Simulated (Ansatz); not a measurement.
**Worked example: CHO2 → OH + CO**

Species: CHO2 `O=[C]O`, doublet; OH, doublet; CO (carbon monoxide), singlet. 

Shapes, held fixed at every level: PBE0-D4/def2-TZVP. Flexible molecules stand in one conformer, not always the lowest. Programs: Ansatz 0.2.0. The zero-point and thermal change to 298 K, harmonic and unscaled (PBE0-D4/def2-TZVP), is -12.5 kJ/mol.

At CCSD(T)/CBS estimate; 1 Eh = 2625.50 kJ/mol:

```
species  energy (Eh)
   CHO2  -188.931496
     OH   -75.677713
     CO  -113.210268
```

**Question.** Work out ΔH(298 K) of the reaction at this level.

**Answer.** 
1. Products less reactants: (-75.677713) + (-113.210268) − [(-188.931496)] = 0.043515 Eh = +114.2 kJ/mol.
2. With the thermal change: +114.2 + (-12.5) = +101.7 kJ/mol.

Other levels give +19.8 (HF/def2-SVP) to +112.3 kJ/mol (B2PLYP/def2-TZVPP). No measured value is set beside it here. Open shells run unrestricted unless RO is named. The CBS estimate extrapolates MP2 from def2-TZVPP and def2-QZVPP and adds CCSD(T) − MP2 in the triple-zeta set, cores frozen.
